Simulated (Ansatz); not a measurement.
Process, species as SMILES: CCl (CH3-Cl) + [H][H] (H2) → C (CH4) + Cl (HCl)
B3LYP-D3(BJ)/def2-TZVP geometries, fixed; electronic energies without zero-point terms.

Basis-set convergence of the energy of full hydrogenation at CCSD(T) with Ansatz (a first-principles code). Cartesian d functions, on some or all atoms, in 6-31+G*, 6-311+G**; all else is spherical. Cores are frozen. No added dispersion term, no relativity. Functions are those of the species that has most. Reference: Hartree-Fock in aug-cc-pV(Q+d)Z plus the correlation part extrapolated as X^-3 from aug-cc-pV(T+d)Z and aug-cc-pV(Q+d)Z, -22.20 kcal/mol, itself unsure by roughly 0.08 kcal/mol (a third of the extrapolation step and of the last Hartree-Fock step). Deviations are taken from unrounded values. Cost is core time over that of def2-TZVPD, rough, on shared machines of one kind; a dash marks a row that isn't timed (too short, read off another run, short of memory, by another algorithm or on other hardware).

```json
[
 {"basis": "6-31G", "functions": "28", "energy of full hydrogenation (kcal/mol)": "-17.70", "minus reference (kcal/mol)": "4.50", "cost": "-"},
 {"basis": "pcseg-0", "functions": "28", "energy of full hydrogenation (kcal/mol)": "-23.14", "minus reference (kcal/mol)": "-0.94", "cost": "-"},
 {"basis": "def2-SV(P)", "functions": "38", "energy of full hydrogenation (kcal/mol)": "-16.27", "minus reference (kcal/mol)": "5.93", "cost": "-"},
 {"basis": "def2-SVP", "functions": "47", "energy of full hydrogenation (kcal/mol)": "-25.70", "minus reference (kcal/mol)": "-3.49", "cost": "-"},
 {"basis": "6-31+G*", "functions": "48", "energy of full hydrogenation (kcal/mol)": "-16.73", "minus reference (kcal/mol)": "5.48", "cost": "-"},
 {"basis": "6-311+G**", "functions": "71", "energy of full hydrogenation (kcal/mol)": "-22.16", "minus reference (kcal/mol)": "0.04", "cost": "0.5×"},
 {"basis": "def2-SVPD", "functions": "71", "energy of full hydrogenation (kcal/mol)": "-25.70", "minus reference (kcal/mol)": "-3.50", "cost": "0.6×"},
 {"basis": "aug-pcseg-1", "functions": "77", "energy of full hydrogenation (kcal/mol)": "-24.08", "minus reference (kcal/mol)": "-1.87", "cost": "0.6×"},
 {"basis": "aug-cc-pV(D+d)Z", "functions": "82", "energy of full hydrogenation (kcal/mol)": "-24.29", "minus reference (kcal/mol)": "-2.09", "cost": "0.7×"},
 {"basis": "def2-TZVP", "functions": "86", "energy of full hydrogenation (kcal/mol)": "-21.46", "minus reference (kcal/mol)": "0.74", "cost": "0.6×"},
 {"basis": "def2-TZVPD", "functions": "110", "energy of full hydrogenation (kcal/mol)": "-21.36", "minus reference (kcal/mol)": "0.85", "cost": "1×"},
 {"basis": "cc-pV(T+d)Z", "functions": "111", "energy of full hydrogenation (kcal/mol)": "-23.28", "minus reference (kcal/mol)": "-1.08", "cost": "1×"},
 {"basis": "def2-TZVPP", "functions": "115", "energy of full hydrogenation (kcal/mol)": "-23.15", "minus reference (kcal/mol)": "-0.95", "cost": "1×"},
 {"basis": "def2-TZVPPD", "functions": "139", "energy of full hydrogenation (kcal/mol)": "-23.05", "minus reference (kcal/mol)": "-0.85", "cost": "2×"},
 {"basis": "aug-pcseg-2", "functions": "165", "energy of full hydrogenation (kcal/mol)": "-22.46", "minus reference (kcal/mol)": "-0.26", "cost": "3×"},
 {"basis": "aug-cc-pV(T+d)Z", "functions": "170", "energy of full hydrogenation (kcal/mol)": "-22.67", "minus reference (kcal/mol)": "-0.47", "cost": "4×"},
 {"basis": "def2-QZVPPD", "functions": "241", "energy of full hydrogenation (kcal/mol)": "-22.66", "minus reference (kcal/mol)": "-0.46", "cost": "10×"},
 {"basis": "aug-cc-pV(Q+d)Z", "functions": "307", "energy of full hydrogenation (kcal/mol)": "-22.37", "minus reference (kcal/mol)": "-0.17", "cost": "-"}
]
```

The smallest set listed that lies within 4 kcal/mol of the reference with all its larger relatives (same family, alike in diffuse functions; a set with none counts only in the reference's own line) is pcseg-0 (28 functions, -0.94 kcal/mol off). (Relatives not listed, tested too: pcseg-1 -2.34, 6-311++G(2d,2p) -0.94, pcseg-2 -0.64, jun-cc-pV(T+d)Z -0.88, 6-311++G(3df,3pd) -0.63, cc-pV(Q+d)Z -0.55, def2-QZVP -0.48, def2-QZVPP -0.48, pcseg-3 -0.44, aug-pcseg-3 -0.25 kcal/mol.)
